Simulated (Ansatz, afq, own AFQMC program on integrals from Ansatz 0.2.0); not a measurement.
Two steps: Ansatz 0.2.0 writes the Fock matrix and Cholesky factors of the valence space, and afq projects on them the lowest state that overlaps trial and start.

```yaml
crystal:
  periodic: [false, false, false]
  atoms:
    - {symbol: Al, position_ang: [-0.909904, 0.007904, 0.006143]}
    - {symbol: C, position_ang: [1.550947, -0.013472, -0.010471]}
    - {symbol: H, position_ang: [1.949847, -1.036466, -0.008177]}
    - {symbol: H, position_ang: [1.969077, 0.497032, 0.867137]}
    - {symbol: H, position_ang: [1.957080, 0.488394, -0.898632]}
basis:
  gaussian: {orbitals: cc-pVDZ}
magnetization: {spin_polarized: false}
correlation: {method: ccsd_t, electrons: outside_noble_gas, hamiltonian_folder: ham}
```

```sh
$ ansatz run in.yaml --threads 1 --pin off --events-out ev --progress --plain --max-ram 1382MiB
```

afq runs on the folder ham with

```
--method phaseless --trial cid --walkers 160 --populations 1 --least-time 40 --time-step 0.05 --steps-per-block 5 --equilibration-blocks 240 --max-blocks 3200 --target-error 0.00076 --factor-cut 1e-06 --seed 3583 --taylor-order 2
```

Times are imaginary, in 1/Eh. The walk had a cap of 90 s.

```
orbitals 41  electrons 5 5  factors 365 of 444
reference energy -281.47851360 Eh
CCSD correlation -0.23223046 Eh in 10 cycles, weight of the determinant in the CISD state 0.8638
energy of the start -281.710805 Eh
 block  time / (1/Eh)  mean weight  energy / Eh
     1     0.250  1.0106  -281.707099
     2     0.500  1.0232  -281.709006
     3     0.750  1.0274  -281.710811
     4     1.000  1.0141  -281.714652
     5     1.250  1.0188  -281.716475
    10     2.500  1.0085  -281.716294
    25     6.250  0.9919  -281.718985
    34     8.500  1.0151  -281.730660
    40    10.000  1.0017  -281.718443
    55    13.750  0.9940  -281.722241
    70    17.500  1.0018  -281.718931
    85    21.250  0.9818  -281.719369
    94    23.500  1.0001  -281.712618
   100    25.000  1.0039  -281.725180
   115    28.750  1.0080  -281.718403
   130    32.500  1.0105  -281.717993
   145    36.250  0.9816  -281.719704
   157    39.250  0.9946  -281.717462
no energy: too few blocks
(rows thinned)
```

The time cap ended the run before it passed its tests.

A setting was made bad on purpose (series of the exponential too short), but the run ended before it gave an energy.

Cautions: the time-step error isn't removed.

A walk keeps the symmetry of its determinant, which the program's search chose and which needn't be the lowest solution, so a lower state of the same spin and another symmetry isn't excluded.
